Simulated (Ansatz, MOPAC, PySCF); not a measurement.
Species: C2F3 (charge 0, doublet). SMILES: FC(F)=[C]F
Structure (B3LYP-D3(BJ)/def2-TZVP (Ansatz, a program for electronic structure) minimum search):
```
C
C 1 1.3115
F 2 1.3045 1 129.75
F 1 1.3195 2 123.31 3 180.00
F 1 1.3269 2 124.94 3 0.00
```
Charge 0, spin multiplicity 2.

Property: size of the dipole moment, in D. Set-up: no dispersion term unless named; 6-31G* and kin with 6d, 5d where marked; 6-311+G** with 5d; LANL2DZ all-electron up to Ne; PM7 with its own dispersion and hydrogen-bond terms; spin-orbit terms left out; open shells spin-unrestricted; non-relativistic. Ab initio and DFT rows: single points at B3LYP-D3(BJ) geometries (Ansatz). Semi-empirical rows: dipoles at the shared geometry.

```csv
level,program,size of the dipole moment (D)
AM1,MOPAC,1.51
PM3,MOPAC,1.64
PM7,MOPAC,0.44
SVWN5/6-31G*,Ansatz,0.30
PBE/STO-3G,Ansatz,0.51
PBE/3-21G,Ansatz,0.29
PBE/LANL2DZ,Ansatz,0.48
BP86/def2-SVP,PySCF,0.28
BP86/6-31G* (5d),PySCF,0.26
B3LYP/3-21G,Ansatz,0.33
B3LYP/LANL2DZ,Ansatz,0.60
B3LYP/6-31G*,Ansatz,0.32
B3LYP/def2-SVP,Ansatz,0.35
B3LYP/6-311+G**,Ansatz,0.48
```

No value to compare with is used here. The 14 habitual levels span 0.26 (BP86/6-31G* (5d)) to 1.64 D (PM3).

The levels are drawn from those run, B3LYP/6-31G* more often than the rest, none by its result; runs whose electronic state is in doubt are left out.
